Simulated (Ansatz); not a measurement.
SiH2, triplet: stretch scan

Starting geometry (PBE0/def2-TZVP stationary point for this spin, not checked as a minimum):

```xyz
3

Si    0.0000   -0.0507    0.0000
H     0.0000    0.7069   -1.2784
H     0.0000    0.7069    1.2784
```

From there H2 moves along the line of the two atoms named below, all else staying in place; atoms are numbered as listed. Energies are in kcal/mol, counted from the starting geometry at the same level. Kohn–Sham curves are unrestricted where that lies lower.

Basis cc-pVDZ; Ansatz 0.2.0. Correlated methods freeze the noble-gas cores. Prefix R: restricted or restricted open-shell reference; prefix U: unrestricted.

Unrestricted rows (U, and Kohn–Sham where it breaks symmetry) aren't spin-pure: their determinants' ⟨S²⟩ exceeds S(S+1) by up to 0.20, so they mix in states of higher spin.

Full CI is exact within this basis and frozen core; it isn't the basis-set limit. The frozen core follows each run's orbitals, which can shift R against U totals by a few meV.

```json
{"distance Si1-H2 (Å)": "1.188", "full CI": "30.4", "curve A": "30.4", "curve B": "30.9", "curve C": "29.8", "curve D": "30.2"}
{"distance Si1-H2 (Å)": "1.365", "full CI": "4.1", "curve A": "4.1", "curve B": "4.3", "curve C": "3.7", "curve D": "4.0"}
{"distance Si1-H2 (Å)": "1.486", "full CI": "0.0", "curve A": "0.0", "curve B": "0.0", "curve C": "0.0", "curve D": "0.0"}
{"distance Si1-H2 (Å)": "1.605", "full CI": "2.1", "curve A": "2.1", "curve B": "1.9", "curve C": "2.6", "curve D": "2.2"}
{"distance Si1-H2 (Å)": "1.817", "full CI": "13.2", "curve A": "13.2", "curve B": "13.0", "curve C": "15.0", "curve D": "13.7"}
{"distance Si1-H2 (Å)": "2.069", "full CI": "29.7", "curve A": "29.7", "curve B": "30.1", "curve C": "34.1", "curve D": "30.6"}
{"distance Si1-H2 (Å)": "2.436", "full CI": "47.9", "curve A": "47.9", "curve B": "49.6", "curve C": "55.0", "curve D": "49.1"}
{"distance Si1-H2 (Å)": "2.798", "full CI": "54.6", "curve A": "54.6", "curve B": "57.3", "curve C": "56.8", "curve D": "54.9"}
{"distance Si1-H2 (Å)": "3.321", "full CI": "55.9", "curve A": "55.9", "curve B": "59.7", "curve C": "57.0", "curve D": "55.8"}
{"distance Si1-H2 (Å)": "3.933", "full CI": "56.0", "curve A": "56.0", "curve B": "60.2", "curve C": "56.9", "curve D": "55.8"}
{"distance Si1-H2 (Å)": "5.068", "full CI": "56.0", "curve A": "56.0", "curve B": "60.4", "curve C": "57.0", "curve D": "55.8"}
```

(1) The curves come from PBE0, RMP2, UCCSD, UCCSDT(Q). Compare each with full CI and say which is which.

In so small a basis the reference is far from its limit while semilocal and hybrid functionals are nearer theirs, so the functionals' errors here hold much of the reference's basis and frozen-core error, which can add to them or hide them.

Results:

(1) A: UCCSDT(Q), B: PBE0, C: RMP2, D: UCCSD. Spread of the error against full CI, over the points where both stand: A 0.0, B 4.6, C 7.7, D 1.4 kcal/mol. PBE0 at 5.068 Å lies 4.4 kcal/mol (8 %) above the reference in this basis.
